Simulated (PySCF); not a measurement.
tetrafluoroethylene (C2F4), SMILES FC(F)=C(F)F. Heavy atoms are numbered as in [F:1][C:2]([F:3])=[C:4]([F:5])[F:6].

The structure is a stationary point at B3LYP-D3(BJ)/def2-SVP.

Method: PBE/def2-TZVP run with PySCF.

ESP charges are fitted to the potential on shells at 1.4 to 2.0 van der Waals radii. Atomic charges (e), one atom of each kind:

```json
[
 {"atom": "F1", "Löwdin": "0.26", "ESP fit": "-0.09"},
 {"atom": "C2", "Löwdin": "-0.51", "ESP fit": "0.18"}
]
```

Q: Give the Mayer and Wiberg (Löwdin basis) orders of the bonds. (Estimate from the structure and the level; the computed values follow.)

A: 
| bond | Mayer | Wiberg |
|---|---|---|
| F1–C2 | 1.15 | 1.83 |
| C2–F3 | 1.15 | 1.83 |
| C2–C4 | 1.74 | 1.89 |
| C4–F5 | 1.15 | 1.83 |
| C4–F6 | 1.15 | 1.83 |
